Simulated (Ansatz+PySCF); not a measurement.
The numbers below are computed, except where a source is named.
Input for PySCF 2.14.0:

```python
from pyscf import gto, scf, mp

mol = gto.M(atom="""
S 0.000000 0.000000 -0.208040
H 0.000000 1.943050 1.664290
H 0.000000 -1.943050 1.664290
""", basis='6-31g', charge=0, spin=0)
mf = scf.UHF(mol)
mf.kernel()
pt = mp.MP2(mf, frozen=5).run()
print(mf.e_tot, pt.e_corr, pt.e_tot)
```

The script is written out from the run's settings.

The run gave:

```
Converged          : yes
Reference energy   : -398.28066 hartree
Correlation energy : -0.14291 hartree
Total energy       : -398.42357 hartree
```

This is not the lowest solution: another run reaches a determinant 5.20 eV lower. Caution: large amplitudes, a single reference is doubtful.
